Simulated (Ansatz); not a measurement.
# C3H8FN: one species, many methods

An exercise on one series of results from a longer session: the logs are not shown, and one member is left open.

Program: Ansatz 0.2.0, Gaussian basis. Level of theory: functionals in def2-TZVPP, the program's frozen cores in correlated methods. These are calculated values, not measurements.

Plan: PBE-D4, r2SCAN-D4, PBE0-D4, B3LYP-D4, ωB97X-V, ωB97M-V, B2PLYP; CCSD(T)/def2-TZVPP; MP2/def2-QZVPP; extrapolation to the limit.

### The relaxed structure

The geometry comes from an earlier relaxation with PBE0-D4 in a triple-zeta def2 set; it is a stationary point, not always the lowest conformer.

13 atoms, charge 0, spin multiplicity 1.

Atoms are counted from 1 here; the program's logs count them from 0.

Bond lengths: C1–N2 1.449 Å, C1–H6 1.096 Å, C1–H7 1.093 Å, C1–H8 1.091 Å, N2–C3 1.403 Å, N2–H9 1.012 Å, C3–C4 1.505 Å, C3–F5 1.421 Å, C3–H10 1.095 Å, C4–H11 1.090 Å, C4–H12 1.093 Å, C4–H13 1.090 Å. Angles: N2–C1–H6 113.8°, N2–C1–H7 109.1°, N2–C1–H8 109.4°, H6–C1–H7 108.0°, H6–C1–H8 108.8°, H7–C1–H8 107.6°, C1–N2–C3 116.1°, C1–N2–H9 112.1°, C3–N2–H9 111.1°, N2–C3–C4 112.5°, N2–C3–F5 111.9°, N2–C3–H10 108.8°, C4–C3–F5 107.1°, C4–C3–H10 111.9°, F5–C3–H10 104.3°, C3–C4–H11 110.2°, C3–C4–H12 110.1°, C3–C4–H13 110.2° and more.

The first run:

in.yaml

```yaml
crystal:
  periodic: [false, false, false]
  atoms:
    - {symbol: C, position_ang: [-1.713680, 0.254110, -0.779426]}
    - {symbol: N, position_ang: [-0.527375, -0.450248, -0.337976]}
    - {symbol: C, position_ang: [0.406086, 0.305293, 0.387285]}
    - {symbol: C, position_ang: [1.591973, -0.511601, 0.825007]}
    - {symbol: F, position_ang: [0.907014, 1.397644, -0.370469]}
    - {symbol: H, position_ang: [-1.507455, 1.075228, -1.476219]}
    - {symbol: H, position_ang: [-2.227535, 0.670142, 0.090901]}
    - {symbol: H, position_ang: [-2.395575, -0.450000, -1.258765]}
    - {symbol: H, position_ang: [-0.081102, -0.953949, -1.093390]}
    - {symbol: H, position_ang: [-0.102080, 0.774516, 1.236612]}
    - {symbol: H, position_ang: [1.271950, -1.307939, 1.497766]}
    - {symbol: H, position_ang: [2.081475, -0.959118, -0.043829]}
    - {symbol: H, position_ang: [2.316605, 0.121122, 1.337202]}
basis:
  gaussian: {orbitals: def2-TZVPP}
hamiltonian: {xc: pbe, dispersion: d4}
output: {forces: true, orbitals: {seedname: orbitals}}
```

Launch:

```console
ansatz run in.yaml --threads 4 --pin off --events-out ev --progress --plain --max-ram 10444MiB
```

Steps of the session up to this table: PBE-D4 (GGA); r2SCAN-D4 (meta-GGA); PBE0-D4 (hybrid); B3LYP-D4 (hybrid); ωB97X-V (range-separated); ωB97M-V (range-separated); B2PLYP (double hybrid); CCSD(T) in def2-TZVPP; MP2 in def2-QZVPP.

One of the session's tables, all rows but one given; the rest of the session is left out.

```
            method  atomisation energy (kcal/mol)
            PBE-D4                              ?
         r2SCAN-D4                         1186.6
           PBE0-D4                         1192.3
          B3LYP-D4                         1189.1
           ωB97X-V                         1190.0
           ωB97M-V                         1190.7
            B2PLYP                         1175.9
     HF/def2-TZVPP                          860.2
    MP2/def2-TZVPP                         1171.2
   CCSD/def2-TZVPP                         1140.5
CCSD(T)/def2-TZVPP                         1156.5
           MP2/CBS                         1200.4
       CCSD(T)/CBS                         1185.7
```

Q: Estimate the row for PBE-D4 from the others.

As computed: atomisation energy (kcal/mol): 1214.5. In the column «atomisation energy (kcal/mol)» it is the highest.
